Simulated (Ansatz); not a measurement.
C2H4OS2 (`C=C(O)SS`), relaxed with RKS PBE-D4/def2-SVP in Ansatz from a rough embedded geometry. The force threshold is 0.03 eV/Å; the program also tests the step.

The species carries charge 0 and has multiplicity 1.

Start:

```xyz
9

C    -0.349   -0.692   -1.456
C    -0.129   -0.464   -0.180
O    -1.174   -0.596    0.734
S     1.507    0.042    0.395
S     0.945    1.353    1.858
H     0.433   -0.720   -2.215
H    -1.323   -1.049   -1.776
H    -0.705   -0.314    1.599
H     0.796    2.441    1.039
```

```json
{"step": "1", "energy (eV)": "-25832.1877", "largest force (eV/Å)": "2.454", "largest move (Å)": "0.000"}
{"step": "2", "energy (eV)": "-25832.3733", "largest force (eV/Å)": "1.751", "largest move (Å)": "0.195"}
{"step": "3", "energy (eV)": "-25832.4446", "largest force (eV/Å)": "1.145", "largest move (Å)": "0.047"}
{"step": "4", "energy (eV)": "-25832.4741", "largest force (eV/Å)": "0.348", "largest move (Å)": "0.160"}
{"step": "5", "energy (eV)": "-25832.4754", "largest force (eV/Å)": "0.372", "largest move (Å)": "0.056"}
{"step": "6", "energy (eV)": "-25832.4813", "largest force (eV/Å)": "0.041", "largest move (Å)": "0.022"}
{"step": "7", "energy (eV)": "-25832.4815", "largest force (eV/Å)": "0.035", "largest move (Å)": "0.012"}
{"step": "8", "energy (eV)": "-25832.4817", "largest force (eV/Å)": "0.010", "largest move (Å)": "0.008"}
```

End:

```xyz
9

C    -0.366   -0.811   -1.503
C    -0.173   -0.446   -0.216
O    -1.104   -0.532    0.748
S     1.495    0.063    0.270
S     1.075    1.273    1.929
H     0.433   -0.682   -2.244
H    -1.319   -1.267   -1.805
H    -0.768   -0.032    1.535
H     0.726    2.434    1.286
```

Hardware: 4 threads of an Arm Neoverse N1 on a shared host. Wall time 14 s, peak host memory 0.14 GiB.
